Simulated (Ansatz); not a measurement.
Mulliken charges of C$_{2}$H$_{4}$FNO, SMILES `NC1(F)CO1` from PBE/def2-TZVPP in Ansatz (PBE0-D4/def2-TZVP geometry).

| atom | x (Å) | y (Å) | z (Å) | charge (e) |
| --- | --- | --- | --- | --- |
| N1 | -0.275 | 1.235 | 0.644 | -0.278 |
| C2 | 0.424 | 0.227 | -0.036 | 0.253 |
| F3 | 1.740 | 0.303 | 0.279 | -0.168 |
| C4 | -0.054 | -1.069 | -0.506 | -0.032 |
| O5 | 0.145 | 0.082 | -1.368 | -0.246 |
| H6 | -0.210 | 1.133 | 1.647 | 0.160 |
| H7 | -1.240 | 1.274 | 0.351 | 0.157 |
| H8 | -1.093 | -1.354 | -0.364 | 0.068 |
| H9 | 0.654 | -1.877 | -0.665 | 0.087 |

Question: By hand: the dipole of these point charges (1 e Å = 4.8032 D).

Answer: Σ q r = (-0.388, -0.197, 0.354) e Å, of length 0.561 e Å = 2.69 D.

Question: How does the dipole of the full density compare? (An estimate is asked.)

Answer: Computed: (-0.472, -0.292, 0.369) e Å, 3.20 D; the point charges give 0.84 times that, at 7° from its direction.

Point charges leave out the atoms' own dipoles, such as those of lone pairs, and Mulliken's split depends on the basis, so the two needn't agree.
